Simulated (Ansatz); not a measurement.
`CCC(C)(C)C` → 6 C• + 14 H•  (atomization)

Program: Ansatz. Geometries: PBE0-D4/def2-TZVP. ΔE: electronic, gas phase. CCSD(T)/CBS is the MP2 limit (def2-TZVPP, def2-QZVPP) plus CCSD(T) − MP2 in def2-TZVPP, frozen cores. This one scheme is used for every species, atoms too. For atomizations the MP2-based limit and the directly extrapolated one differ by several kJ/mol either way, and by 10 to 25 for some Ge, Se and Sn compounds, so smaller differences from it don't rank the levels. Functionals use def2-TZVPP. B3LYP here is the variant with VWN-RPA as its local correlation; programs differ in this. HSE06 is defined as in plane-wave codes. No spin–orbit coupling; open shells (•) take unrestricted orbitals. Spin–orbit coupling would lower the free atoms: a little for C.

`CCC(C)(C)C`:

```xyz
20

C     0.094   -0.217   -2.143
C     0.794    0.230   -0.870
C     0.009    0.056    0.439
C    -0.321   -1.414    0.680
C    -1.282    0.870    0.406
C     0.884    0.562    1.583
H    -0.832    0.336   -2.314
H     0.736   -0.050   -3.011
H    -0.151   -1.281   -2.121
H     1.740   -0.315   -0.772
H     1.065    1.289   -0.964
H    -0.990   -1.811   -0.087
H     0.587   -2.025    0.685
H    -0.815   -1.544    1.646
H    -1.968    0.512   -0.365
H    -1.076    1.926    0.211
H    -1.803    0.803    1.366
H     1.137    1.617    1.447
H     0.371    0.460    2.543
H     1.820   -0.003    1.640
```

Q: What is ΔE at CCSD(T)/CBS? (Estimate.)

A: Ansatz gave: +7919.6 kJ/mol.

Q: What do these levels give: PBE-D4, BLYP-D4, r2SCAN-D4, HSE06-D4, CAM-B3LYP-D4, ωB97M-V, PBE-QIDH, B3LYP, BHLYP, CAM-B3LYP, SCS-MP2/def2-TZVPP, MP2/CBS(def2)? (Estimate.)

A: Ansatz gave: PBE-D4 8035.1, BLYP-D4 7865.2, r2SCAN-D4 7930.1, HSE06-D4 7969.9, CAM-B3LYP-D4 7955.3, ωB97M-V 7937.0, PBE-QIDH 7915.2, B3LYP 7856.6, BHLYP 7726.2, CAM-B3LYP 7919.9, SCS-MP2/def2-TZVPP 7808.8, MP2/CBS(def2) 7974.7 kJ/mol.

Largest T1 diagnostic among the species: 0.009.

From PBE to PBE0 (25 % exact exchange), in def2-TZVPP and without D4, ΔE moves by −62.3 kJ/mol: exact exchange takes away binding that semilocal exchange gives to molecules. At CCSD(T), def2-SVP lies −269.9 kJ/mol from the extrapolated value and def2-TZVPP −154.1 kJ/mol: correlation converges slowly with the basis, and small sets miss more of it in the bonded molecule than in its fragments.
